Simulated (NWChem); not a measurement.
**CH2O2 (SMILES O=CO) at 6 levels**

We compute a comparison of 6 runs (HF/STO-3G, HF/cc-pVTZ, B3LYP/6-31G*, PBE0/def2-SVP, PBE/cc-pVTZ, CCSD(T)/def2-TZVP) of CH2O2. 

The results are computed with NWChem 7.3.0.

## 1. The molecule

CH2O2 has 5 atoms, charge 0, and is taken as a singlet. As SMILES, `O=CO`. Geometry: relaxed at PBE0-D4/def2-TZVP. This is one conformer, not always the lowest.

Bond lengths: O1–C2 1.194 Å, C2–O3 1.335 Å, C2–H4 1.099 Å, O3–H5 0.969 Å. Angles: O1–C2–O3 125.1°, O1–C2–H4 125.1°, O3–C2–H4 109.8°, C2–O3–H5 107.3°.

## 2. Energy and gradient at HF/STO-3G (run 1)

The input, run.py:

```python
from ase import Atoms
from ase.calculators.nwchem import NWChem

system = Atoms(['O', 'C', 'O', 'H', 'H'], positions=[
    [-0.387130, -0.425720, 1.205310],
    [-0.230880, -0.347230, 0.024010],
    [0.456980, 0.613310, -0.598030],
    [-0.631770, -1.055030, -0.715060],
    [0.792790, 1.214660, 0.083770],
])

calc = NWChem(
    label='ch2o2',
    theory='scf',
    memory='2200 mb',
    basis='STO-3G',
    basispar='spherical bse',
    scf={'nopen': '0', 'rhf': None, 'thresh': '1e-08', 'maxiter': '80'},
)
system.calc = calc

forces = system.get_forces()
e = system.get_potential_energy()
print(f"E = {e:.6f} eV")
print("forces (eV/A):")
for s, f in zip(system.symbols, forces):
    print(f"{s:2s} {f[0]:10.5f} {f[1]:10.5f} {f[2]:10.5f}")
print("dipole (e A):", system.get_dipole_moment().round(4))
```

On the command line:

```console
$ export ASE_NWCHEM_COMMAND="nwchem PREFIX.nwi > PREFIX.nwo"
$ python run.py
```

The log of the run:

```text
E = -5067.134806 eV
forces (eV/A):
O    -0.28940   -0.09426    2.56786
C    -1.08357   -1.78080   -1.01199
O     1.07894    1.32844   -2.30278
H    -0.10218   -0.18404   -0.21541
H     0.39621    0.73066    0.96231
dipole (e A): [ 0.0782  0.1038 -0.1108]
```

The calculator wrote ch2o2.nwi:

```
title "ch2o2"

permanent_dir ch2o2

scratch_dir ch2o2

start ch2o2

geometry units angstrom nocenter noautosym noautoz
  O  -3.8712999999999997e-01 -4.2571999999999999e-01 1.2053100000000001e+00
  C  -2.3088000000000000e-01 -3.4722999999999998e-01 2.4010000000000000e-02
  O  4.5698000000000000e-01 6.1331000000000002e-01 -5.9802999999999995e-01
  H  -6.3177000000000005e-01 -1.0550299999999999e+00 -7.1506000000000003e-01
  H  7.9278999999999999e-01 1.2146600000000001e+00 8.3769999999999997e-02
end

memory 2200 mb

basis spherical bse noprint
   * library STO-3G
end

scf
  nopen 0
  rhf
  thresh 1e-08
  maxiter 80
end

task scf gradient
```

ch2o2.nwo:

```text
Northwest Computational Chemistry Package (NWChem) 7.3.0
             --------------------------------------------------------

           Job information
           ---------------

    nwchem branch   = 7.3.0
    use scalapack   = T
    input           = ch2o2.nwi
    prefix          = ch2o2.
    data base       = ch2o2/ch2o2.db
    status          = startup
    nproc           =        1

           Memory information
           ------------------

    heap     =     72089600 doubles =      550.0 Mbytes
    stack    =     72089597 doubles =      550.0 Mbytes
    global   =    144179200 doubles =     1100.0 Mbytes (distinct from heap & stack)
    total    =    288358397 doubles =     2200.0 Mbytes
    verify   = yes
    hardfail = no

[... 125 lines left out ...]
 Convergence threshold     :          1.000E-08
[... 13 lines left out ...]
       Final RHF  results
[... 3 lines left out ...]
      One-electron energy =   -396.933450370990
[... 1 line left out ...]
 Nuclear repulsion energy =     70.552443880377
[... 25 lines left out ...]
                       ROHF Final Molecular Orbital Analysis
[... 163 lines left out ...]
    atom               coordinates                        gradient
                 x          y          z           x          y          z
   1 O      -0.731570  -0.804494   2.277706    0.005628   0.001833  -0.049937
   2 C      -0.436300  -0.656170   0.045372    0.021072   0.034631   0.019680
   3 O       0.863567   1.158988  -1.130113   -0.020982  -0.025834   0.044782
   4 H      -1.193872  -1.993718  -1.351267    0.001987   0.003579   0.004189
   5 H       1.498156   2.295375   0.158302   -0.007705  -0.014209  -0.018714

                 ----------------------------------------
                 |  Time  |  1-e(secs)   |  2-e(secs)   |
                 ----------------------------------------
                 |  CPU   |       0.00   |       0.05   |
                 ----------------------------------------
                 |  WALL  |       0.00   |       0.05   |
                 ----------------------------------------

 Task  times  cpu:        0.5s     wall:        0.5s
 Total times  cpu:        0.5s     wall:        0.5s
```

Wall time 1.8 s (1 thread of Intel Xeon Platinum 8488C (Sapphire Rapids), shared host); peak memory 0.099 GiB.

## 3. Energy and gradient at HF/cc-pVTZ (run 2)

The input, input.nw:

```
start input
memory stack 880 mb heap 220 mb global 1100 mb
charge 0

geometry units angstroms noautosym nocenter noautoz
  O       -0.387130      -0.425720       1.205310
  C       -0.230880      -0.347230       0.024010
  O        0.456980       0.613310      -0.598030
  H       -0.631770      -1.055030      -0.715060
  H        0.792790       1.214660       0.083770
end

basis spherical bse
  * library cc-pVTZ
end

scf
  thresh 1e-08
  maxiter 80
  noprint "final vectors analysis"
end

task scf gradient
```

On the command line:

```console
$ nwchem input.nw > input.out
```

The log of the run:

```text
[...]
  functions       =   118
[...]
  wavefunction    = RHF
[...]
         Total SCF energy =   -188.841839650395
      One-electron energy =   -398.837554076186
      Two-electron energy =    139.443270545414
 Nuclear repulsion energy =     70.552443880377
        Time for solution =     33.7s
[...]
                         RHF ENERGY GRADIENTS
    atom               coordinates                        gradient
                 x          y          z           x          y          z
   1 O      -0.731570  -0.804494   2.277706   -0.005611  -0.003406   0.038052
   2 C      -0.436300  -0.656170   0.045372    0.000903  -0.000988  -0.017587
   3 O       0.863567   1.158988  -1.130113    0.000832  -0.002681  -0.029343
   4 H      -1.193872  -1.993718  -1.351267   -0.003002  -0.005739  -0.008793
   5 H       1.498156   2.295375   0.158302    0.006877   0.012814   0.017670
[...]
```

It took 44 s on 1 thread of Intel Xeon Platinum 8488C (Sapphire Rapids), shared host; peak memory 0.11 GiB.

Runs 3 to 4 aren't shown in full; the table further down has their settings and results.

## 4. Energy and gradient at PBE/cc-pVTZ (run 5)

The input, ch2o2.xyz:

```xyz
5
CH2O2 gradient
O     -0.387130    -0.425720     1.205310
C     -0.230880    -0.347230     0.024010
O      0.456980     0.613310    -0.598030
H     -0.631770    -1.055030    -0.715060
H      0.792790     1.214660     0.083770
```

The input, run.py:

```python
from ase.io import read
from ase.calculators.nwchem import NWChem

system = read('ch2o2.xyz')

calc = NWChem(
    label='ch2o2',
    theory='dft',
    memory='2200 mb',
    basis='cc-pVTZ',
    basispar='spherical bse',
    dft={'xc': 'xpbe96 cpbe96', 'mult': '1', 'grid': 'fine', 'convergence': 'energy 1e-08', 'iterations': '100', 'mulliken': None},
)
system.calc = calc

forces = system.get_forces()
print(f"energy = {system.get_potential_energy():.6f} eV")
print("forces (eV/A):")
for s, f in zip(system.symbols, forces):
    print(f"{s:2s} {f[0]:10.5f} {f[1]:10.5f} {f[2]:10.5f}")
print("dipole (e A):", system.get_dipole_moment().round(4))
```

On the command line:

```console
$ export ASE_NWCHEM_COMMAND="nwchem PREFIX.nwi > PREFIX.nwo"
$ python run.py
```

The log of the run:

```text
energy = -5160.266458 eV
forces (eV/A):
O    -0.20733   -0.14115    1.29141
C    -0.11467   -0.24842   -0.55243
O     0.24621    0.25377   -0.89361
H    -0.08289   -0.15699   -0.23222
H     0.15869    0.29285    0.38690
dipole (e A): [ 0.1221  0.1527 -0.2433]
```

The calculator wrote ch2o2.nwi:

```
title "ch2o2"

permanent_dir ch2o2

scratch_dir ch2o2

start ch2o2

geometry units angstrom nocenter noautosym noautoz
  O  -3.8712999999999997e-01 -4.2571999999999999e-01 1.2053100000000001e+00
  C  -2.3088000000000000e-01 -3.4722999999999998e-01 2.4010000000000000e-02
  O  4.5698000000000000e-01 6.1331000000000002e-01 -5.9802999999999995e-01
  H  -6.3177000000000005e-01 -1.0550299999999999e+00 -7.1506000000000003e-01
  H  7.9278999999999999e-01 1.2146600000000001e+00 8.3769999999999997e-02
end

memory 2200 mb

basis spherical bse noprint
   * library cc-pVTZ
end

dft
  xc xpbe96 cpbe96
  mult 1
  grid fine
  convergence energy 1e-08
  iterations 100
  mulliken
end

task dft gradient
```

ch2o2.nwo:

```text
Northwest Computational Chemistry Package (NWChem) 7.3.0
             --------------------------------------------------------

           Job information
           ---------------

    nwchem branch   = 7.3.0
    use scalapack   = T
    input           = ch2o2.nwi
    prefix          = ch2o2.
    data base       = ch2o2/ch2o2.db
    status          = startup
    nproc           =        1

           Memory information
           ------------------

    heap     =     72089594 doubles =      550.0 Mbytes
    stack    =     72089599 doubles =      550.0 Mbytes
    global   =    144179200 doubles =     1100.0 Mbytes (distinct from heap & stack)
    total    =    288358393 doubles =     2200.0 Mbytes
    verify   = yes
    hardfail = no

[... 98 lines left out ...]
  convergence criterion.
[... 37 lines left out ...]
          Spatial weights used:  Erf1
[... 75 lines left out ...]
         Total DFT energy =     -189.636296104773
[... 3 lines left out ...]
 Nuclear repulsion energy =       70.552443880377
[... 895 lines left out ...]
          Convergence on gradient requested:  5.00D-04
[... 24 lines left out ...]
          total energy or number of iterations.
[... 28 lines left out ...]
    atom               coordinates                        gradient
                 x          y          z           x          y          z
   1 O      -0.731570  -0.804494   2.277706    0.004032   0.002745  -0.025114
   2 C      -0.436300  -0.656170   0.045372    0.002230   0.004831   0.010743
   3 O       0.863567   1.158988  -1.130113   -0.004788  -0.004935   0.017378
   4 H      -1.193872  -1.993718  -1.351267    0.001612   0.003053   0.004516
   5 H       1.498156   2.295375   0.158302   -0.003086  -0.005695  -0.007524

                 ----------------------------------------
                 |  Time  |  1-e(secs)   |  2-e(secs)   |
                 ----------------------------------------
                 |  CPU   |       0.01   |       8.50   |
                 ----------------------------------------
                 |  WALL  |       0.01   |       8.50   |
                 ----------------------------------------

 Task  times  cpu:       37.2s     wall:       37.2s
 Total times  cpu:       37.3s     wall:       37.3s
```

Run time: 39 s. Hardware: 1 thread of Intel Xeon Platinum 8488C (Sapphire Rapids), shared host; peak memory 0.13 GiB.

## 5. The energy at CCSD(T)/def2-TZVP (run 6)

The input, mymol.nw:

```
start mymol
title "CH2O2 energy"
memory stack 880 mb heap 220 mb global 1100 mb

geometry units angstrom noautosym nocenter noautoz
   O     -0.387130    -0.425720     1.205310
   C     -0.230880    -0.347230     0.024010
   O      0.456980     0.613310    -0.598030
   H     -0.631770    -1.055030    -0.715060
   H      0.792790     1.214660     0.083770
end

basis "ao basis" spherical bse
   * library def2-TZVP
end

scf
   thresh 1e-08
   maxiter 80
end

ccsd
   freeze core 3
   maxiter 60
end

task ccsd(t) energy
```

On the command line:

```console
$ nwchem mymol.nw > mymol.out
```

The log of the run:

```text
[...]
  functions       =   105
[...]
  wavefunction    = RHF
[...]
         Total SCF energy =   -188.849303202158
      One-electron energy =   -398.808967706359
      Two-electron energy =    139.407220623824
 Nuclear repulsion energy =     70.552443880377
        Time for solution =     19.9s
[...]
 Total MP2 energy:           -189.469860930572310
[...]
             energy      energy      error      ampl     ampl      Block
                                                time     time      time
[...]
 Total CCSD energy:           -189.475954943886393
[...]
 Total CCSD+T(CCSD) energy:           -189.502895760757269
[...]
 Total CCSD(T) energy:                -189.501268506105788
[...]
```

Wall time 3.2 min (1 thread of Intel Xeon Platinum 8488C (Sapphire Rapids), shared host); peak memory 0.31 GiB.

## 6. Overview of the runs

| run | level | Cartesian functions | iteration cap | energy (Eh) | dipole moment (D) | HOMO energy (eV) | LUMO energy (eV) | wall time |
| --- | --- | --- | --- | --- | --- | --- | --- | --- |
| 1 | HF/STO-3G | no | 80 | -186.213771 | 0.82 | -9.83 | 8.47 | 1.8 s |
| 2 | HF/cc-pVTZ | no | 80 | -188.841840 | 1.70 | – | – | 44 s |
| 3 | B3LYP/6-31G* (Cartesian functions) | yes | 100 | -189.755054 | – | – | – | 12 s |
| 4 | PBE0/def2-SVP | no | 100 | -189.415747 | 1.49 | -8.33 | 0.22 | 15 s |
| 5 | PBE/cc-pVTZ | no | 100 | -189.636296 | 1.50 | -6.76 | -1.17 | 39 s |
| 6 | CCSD(T)/def2-TZVP | no | 80 | -189.501269 | – | -12.89 | 3.85 | 3.2 min |

## 7. Outcome

| quantity | value |
| --- | --- |
| run 6: total energy | -189.50127 Eh |
| run 6: HOMO energy (Hartree–Fock orbitals) | -12.89 eV |
| run 6: LUMO energy (Hartree–Fock orbitals) | 3.85 eV |
| run 6: HOMO–LUMO gap (Hartree–Fock orbitals) | 16.74 eV |
| run 6: correlation energy (3 core orbitals frozen) | -652.0 mEh |
| run 6: (T) correction | -25.31 mEh |

In words: Over runs 1, 2, 4, 5 the dipole moment (its size) runs from 0.82 D (HF/STO-3G) to 1.70 D (HF/cc-pVTZ). Over runs 1, 4, 5 the HOMO–LUMO gap runs from 5.58 eV (PBE/cc-pVTZ) to 18.30 eV (HF/STO-3G). The two ends differ in method and basis. Totals of different functionals can't be ranked against each other. In run 1 the basis is minimal, so the values are rough. All runs together took 5 min, the longest 3.2 min.
